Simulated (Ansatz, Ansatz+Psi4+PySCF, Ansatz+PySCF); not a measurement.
```xyz
2

S     0.0000    0.0000    0.9851
S     0.0000    0.0000   -0.9851
```

Basis set: cc-pV(T+d)Z (spherical functions). Left uncorrelated: 10 orbitals. Correlation on ROHF uses semicanonical orbitals with singles. Charge 0, multiplicity 3.

Computed with Ansatz (development build ahead of 0.2.0); each method stands on the lowest determinant of its kind that the runs found.

The atomization energy at this shape (free ground-state atoms in the same class of orbitals less the molecule, no zero-point energy) of triplet S2:

```csv
method,atomization energy
ROHF-MP2,407.9 kJ/mol
ROHF,189.6 kJ/mol
```

(1) What does UHF-MP2 give?

Answers

(1) 416.0 kJ/mol. Caution: the shape is not the minimum. Caution for UHF-MP2, ROHF-MP2: forces differ strongly between restricted and unrestricted references. Caution for ROHF-MP2: another reference gives a lower total. Caution for ROHF-MP2, ROHF: the determinant breaks the point group.
